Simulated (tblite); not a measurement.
Species: C4H6N (doublet state).
Geometry (GFN2-xTB, Å), atoms numbered from 1 in this order:
```
atom  x, y, z in Å
C1    -1.7686   -0.9029    0.2246
C2    -1.2998    0.3593    0.2898
C3     0.0303    0.7351   -0.0051
N4     0.9230   -0.1439   -0.4224
C5     2.1960   -0.0538   -0.3911
H6    -2.7902   -1.1398    0.4620
H7    -1.1283   -1.7086   -0.0882
H8    -1.9615    1.1602    0.5928
H9     0.2943    1.7919    0.0564
H10    2.7392    0.6875    0.1947
H11    2.7711   -0.7822   -0.9394
```

Calculated harmonic vibrations of the isolated species, GFN2-xTB (tblite), most abundant isotopes, no scaling. Errors from tens to a few hundred cm⁻¹ against measured bands are possible. One conformer, not necessarily the lowest. Open shells enter through the occupations alone, without spin polarisation, and single modes of such species can be off by tens of per cent.

Harmonic wavenumbers (cm⁻¹): 150.8, 211.5, 232.5, 320.5, 543.4, 581.4, 654.7, 785.9, 835.7, 847.3, 977.9, 998.0, 1034.5, 1114.2, 1239.4, 1295.8, 1365.1, 1392.7, 1432.6, 1534.8, 1610.4, 2924.4, 2935.3, 3062.2, 3092.1, 3116.6, 3151.9.

A = 17795, B = 3084, C = 2659 MHz; mass 68.050 u (most abundant isotopes); point group C1, symmetry number 1; spin multiplicity 2.

Problem. What is the zero-point energy?

Solution. Half the sum of the wavenumbers: 18721 cm⁻¹ = 53.52 kcal/mol.

Problem. Give the ideal-gas entropy at 298.15 K and 1 bar in the rigid-rotor, harmonic-oscillator model (classical rotation).

Solution. Translation 38.60, rotation 25.20, vibration 10.31, spin (R ln 2) 1.38: S = 75.5 cal/(mol K).

Problem. And Cp and H(298.15 K) − H(0)?

Solution. Cp = 22.25 cal/(mol K), of which vibrations give 14.30 (their classical limit is 27 R = 53.7); H(298.15 K) − H(0) = 4.25 kcal/mol without the zero-point energy, 1.88 from vibrations.

Problem. What must be added to the electronic energy to get the Gibbs energy at 298.15 K and 1 bar?

Solution. ZPE + [H(298.15 K) − H(0)] − T·S = 53.52 + 4.25 − 22.51 = 35.26 kcal/mol.

Problem. Which modes carry the vibrational entropy at 298.15 K?

Solution. 150.8 cm⁻¹: 2.66; 211.5 cm⁻¹: 2.03; 232.5 cm⁻¹: 1.86; 320.5 cm⁻¹: 1.31; 543.4 cm⁻¹: 0.56; 581.4 cm⁻¹: 0.48 cal/(mol K); the other 21 give 1.41 together.

Hindered rotation and anharmonicity are outside this model. Other conformers, if any are populated, would add a mixing term that is left out. The structure is chiral; the term R ln 2 for an equal mix with its mirror image is left out.
